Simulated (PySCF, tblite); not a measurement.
**CH8NO+, an ion with solvent molecules: NMR shifts, interaction energy, spin-spin couplings and core binding energies**

The task here is to estimate one member of a computed series from the others.

Programs: tblite 0.8.0 and PySCF 2.14.0. All values are calculated, for the isolated system unless a continuum is named. Atoms count from 0, parts from 1.

## The system as given

11 atoms, charge 1, multiplicity 1; geometry: rigid parts in contact. Parts: 1 = atoms 0–4, `[NH4+]`, charge 1; 2 = atoms 5–10, `CO`, charge 0.

The first run:

What the job is given:

```
{"job": {"kind": "dock", "xc": "GFN2-xTB", "basis": "xTB"}, "charge": 1, "multiplicity": 1, "parts": [{"atoms": "0-4", "charge": 1, "multiplicity": 1}, {"atoms": "5-10", "charge": 0, "multiplicity": 1}]}
N     -0.000021     0.000045     0.000015
H      0.530883     0.644281    -0.602865
H      0.655068    -0.572966     0.550368
H     -0.585194    -0.613396    -0.584461
H     -0.600735     0.542035     0.636943
C      0.315032    -0.620586    -2.849168
O     -0.654383     0.392746    -2.744952
H      0.038933    -1.388250    -2.128730
H      1.316809    -0.249841    -2.606326
H      0.332252    -1.063765    -3.850817
H     -0.444512     1.094219    -3.370179
```

With the program's defaults for keys left out, this is: GFN2-xTB search for minima from random contacts, gas phase.

On the command line:

```bash
$ OMP_NUM_THREADS=1 python cluster_run.py task.json out
```

The driver reads the jobs from task.json and runs them one after another.

Steps of the session up to this table: Search for minima with GFN2-xTB; Geometry optimisation at PBE0-D3(BJ)/def2-TZVPD; NMR shieldings: PBE0/pcSseg-2; Coupled-cluster interaction energy: CCSD(T) and MP2.

One of the session's tables, all rows but one given; the rest of the session is left out.

It belongs to the step «Coupled-cluster interaction energy: CCSD(T) and MP2». 

```
                 method  interaction energy (kcal/mol)
         HF/aug-cc-pVDZ                         -21.43
        MP2/aug-cc-pVDZ                         -23.30
       CCSD/aug-cc-pVDZ                         -22.39
    CCSD(T)/aug-cc-pVDZ                         -22.71
         HF/aug-cc-pVQZ                         -21.92
        MP2/aug-cc-pVQZ                         -24.96
    SCS-MP2/aug-cc-pVQZ                         -23.81
      MP2, extrapolated                              ?
CCSD(T), limit estimate                         -24.62
```

Q: Estimate the row for MP2, extrapolated from the others.

The run gave: interaction energy (kcal/mol): -25.21. In the column «interaction energy (kcal/mol)» it is the lowest.

Limits of these values: The interaction energy leaves out the deformation of the parts, 2.04 kcal/mol (MP2); added to the CCSD(T) estimate it gives a binding of about -22.58 kcal/mol.
